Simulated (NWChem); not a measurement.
All runs are NWChem calculations. System: silicon monoxide (OSi), charge 0, spin multiplicity 1, at a geometry optimised with PBE0/def2-SVP. Level: TD-B3LYP/def2-SVPD, VWN1-RPA local correlation.

The NWChem input:

```
start mol
memory heap 200 mb stack 900 mb global 1100 mb
geometry units angstroms nocenter noautoz
  Si     0.000000     0.000000     0.553938
  O      0.000000     0.000000    -0.969391
  symmetry group C2v
end
basis spherical
  * library def2-svpd
end
dft
  xc b3lyp
  semidirect memsize 60000000 filesize 0
  iterations 100
end
tddft
  rpa
  nroots 5
  notriplet
  thresh 1e-4
end
task tddft energy
```

NWChem printed:

```
             Northwest Computational Chemistry Package (NWChem) 7.3.0
             --------------------------------------------------------

                                NWChem Input Module
                                -------------------

 Scaling coordinates for geometry "geometry" by  1.889725989
 (inverse scale =  0.529177249)

 Turning off AUTOSYM since
 SYMMETRY directive was detected!

                             Geometry "geometry" -> ""
                             -------------------------

 Output coordinates in angstroms (scale by  1.889725989 to convert to a.u.)

  No.       Tag          Charge          X              Y              Z
 ---- ---------------- ---------- -------------- -------------- --------------
    1 Si                  14.0000     0.00000000     0.00000000     0.55393800
    2 O                    8.0000     0.00000000     0.00000000    -0.96939100

 Effective nuclear repulsion energy (a.u.)      38.9067968167

            Nuclear Dipole moment (a.u.)
            ----------------------------
        X                 Y               Z
 ---------------- ---------------- ----------------
     0.0000000000     0.0000000000     0.0000075589

      Symmetry information
      --------------------

 Group name             C2v
 Group number             16
 Group order               4
 No. of unique centers     2

      Symmetry unique atoms

     1    2


 Summary of "ao basis" -> "" (spherical)
 ------------------------------------------------------------------------------
       Tag                 Description            Shells   Functions and Types
 ---------------- ------------------------------  ------  ---------------------
 *                         def2-svpd                  on all atoms

                                 NWChem DFT Module
                                 -----------------

 Summary of "ao basis" -> "ao basis" (spherical)
 ------------------------------------------------------------------------------
       Tag                 Description            Shells   Functions and Types
 ---------------- ------------------------------  ------  ---------------------
[...]
     Occ.    8  a1  ---  Virt.   12  b2   0.18903 X
     Occ.   11  a1  ---  Virt.   12  b2   0.96805 X
     Occ.   11  a1  ---  Virt.   12  b2  -0.06262 Y
     Occ.   11  a1  ---  Virt.   13  b1  -0.15305 X
  ----------------------------------------------------------------------------
  Root   3 singlet b1             0.201437406 a.u.                5.4814 eV
  ----------------------------------------------------------------------------
     Transition Moments    X -0.64133   Y -0.10140   Z  0.00000
     Transition Moments   XX  0.00000  XY  0.00000  XZ -2.27187
     Transition Moments   YY -0.00000  YZ -0.35919  ZZ  0.00000
     Dipole Oscillator Strength                    0.0566157251
     Electric Quadrupole                           0.0000002303
     Magnetic Dipole                               0.0000034775
     Total Oscillator Strength                     0.0566194329

          sigma_e =   1.6569 Angstrom
          sigma_h =   1.4477 Angstrom
         |d_h->e| =   0.8619 Angstrom
            d_exc =   2.3674 Angstrom
            d_CD1 =   1.0711 Angstrom
            d_CD2 =  -0.6904 Angstrom
            d_CD3 =   3.2293 Angstrom
     Pearson C.C. =  -0.0043

     Occ.    8  a1  ---  Virt.   13  b1  -0.18903 X
     Occ.   11  a1  ---  Virt.   12  b2  -0.15305 X
     Occ.   11  a1  ---  Virt.   13  b1  -0.96805 X
     Occ.   11  a1  ---  Virt.   13  b1   0.06262 Y
  ----------------------------------------------------------------------------
  Root   4 singlet a1             0.204942411 a.u.                5.5768 eV
  ----------------------------------------------------------------------------
     Transition Moments    X  0.00000   Y -0.00000   Z  0.00000
     Transition Moments   XX  0.88280  XY -0.00000  XZ  0.00000
     Transition Moments   YY -0.88279  YZ -0.00000  ZZ -0.00000
     Dipole Oscillator Strength                    0.0000000000
     Electric Quadrupole                           0.0000000357
     Magnetic Dipole                               0.0000000000
     Total Oscillator Strength                     0.0000000357

          sigma_e =   1.6355 Angstrom
          sigma_h =   1.0457 Angstrom
         |d_h->e| =   1.3005 Angstrom
            d_exc =   2.3374 Angstrom
            d_CD1 =   1.8903 Angstrom
            d_CD2 =  -0.0401 Angstrom
            d_CD3 =   3.6380 Angstrom
     Pearson C.C. =  -0.0012

     Occ.    9  b2  ---  Virt.   12  b2   0.70628 X
     Occ.   10  b1  ---  Virt.   13  b1  -0.70628 X
  ----------------------------------------------------------------------------
  Root   5 singlet a2             0.204942425 a.u.                5.5768 eV
  ----------------------------------------------------------------------------
     Transition Moments    X  0.00000   Y  0.00000   Z -0.00000
     Transition Moments   XX  0.00000  XY  0.88275  XZ  0.00000
     Transition Moments   YY -0.00000  YZ  0.00000  ZZ  0.00000
     Dipole Oscillator Strength                    0.0000000000
     Electric Quadrupole                           0.0000000357
     Magnetic Dipole                               0.0000000000
     Total Oscillator Strength                     0.0000000357

          sigma_e =   1.6355 Angstrom
          sigma_h =   1.0457 Angstrom
         |d_h->e| =   1.3005 Angstrom
            d_exc =   2.3374 Angstrom
            d_CD1 =   1.8903 Angstrom
            d_CD2 =  -0.0401 Angstrom
            d_CD3 =   3.6379 Angstrom
     Pearson C.C. =  -0.0012

     Occ.    9  b2  ---  Virt.   13  b1  -0.70628 X
     Occ.   10  b1  ---  Virt.   12  b2  -0.70628 X

              Target root =      1
          Target symmetry = none
      Ground state energy =   -364.594330340809
        Excitation energy =      0.196086930250
     Excited state energy =   -364.398243410559

  stored tddft:energy   -364.39824341055902

 Task  times  cpu:        8.3s     wall:        8.3s

 Total times  cpu:        8.3s     wall:        8.3s
```
